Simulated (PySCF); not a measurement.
# J couplings in Boranamine

Cartesian coordinates in Å; atom numbers follow the order of the lines, from 1:
```xyz
6

B    -0.669    0.021   -0.028
N     0.716   -0.053   -0.009
H    -1.314   -1.003   -0.031
H    -1.201    1.108   -0.040
H     1.313    0.763   -0.006
H     1.225   -0.927    0.001
```

Couplings: B3LYP/pcJ-1 in PySCF 2.14, geometry PBE0-D3(BJ)/def2-SVP; gas phase, one conformer, non-relativistic. Couplings are averaged over pairs made equivalent by symmetry, fast rotation or ring inversion, so a value needn't be that of the named pair in this geometry, while other rotamers aren't included; one pair stands for each set, and the list holds those of at least 1.5 Hz over up to four bonds.

Isotopes: ¹¹B, ¹H, ¹⁵N.

```json
{"pair": "B1, N2", "bonds": "1", "J (Hz)": "-28.7"}
{"pair": "B1, H3", "bonds": "1", "J (Hz)": "141.1"}
{"pair": "N2, H5", "bonds": "1", "J (Hz)": "-85.9"}
{"pair": "N2, H3", "bonds": "2", "J (Hz)": "?"}
{"pair": "H3, H4", "bonds": "2", "J (Hz)": "?"}
{"pair": "H3, H5", "bonds": "3", "J (Hz)": "12.1"}
```

**Question.** Estimate the withheld couplings, with signs.

**Answer.** 
- ²J(N2,H3) = -3.1 Hz (angle at B1 119°)
- ²J(H3,H4) = 10.0 Hz (angle at B1 122°)
